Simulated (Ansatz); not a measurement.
Frontier orbitals of C2H5NS, SMILES `CC(=N)S`.

```xyz
9

C     0.950    0.402    0.129
C    -0.292   -0.304   -0.309
N    -0.305   -1.008   -1.357
S    -1.733   -0.099    0.716
H     1.251    0.068    1.124
H     0.781    1.481    0.177
H     1.746    0.190   -0.583
H    -1.214   -1.432   -1.539
H    -1.185    0.703    1.641
```

The species carries charge 0 and has multiplicity 1. The structure was optimised at the PBE0-D4/def2-TZVP level. It is one conformer, not always the lowest. Basis def2-TZVPP, the Gaussian-basis code of Ansatz.

A caution on the coupled-cluster cation, which keeps the state that its UHF reference found: spin contamination of the cation.

Orbital energies of one run (eV). Highest occupied ones, from the top: -6.02, -6.24, -8.15, -8.42, -9.88, -10.75, -10.78, -12.06, -13.64, -17.82, -19.03, -22.76, -155.20, -155.35. Empty: -1.05, -0.88, 0.34, 1.10, 1.67, 2.33.

Which functional gave them?
A. BLYP
B. CAM-B3LYP
C. B97M-V
D. r2SCAN0

A. HOMO energies: BLYP -6.02, r2SCAN0 -7.53, B97M-V -6.48, CAM-B3LYP -8.69 eV.
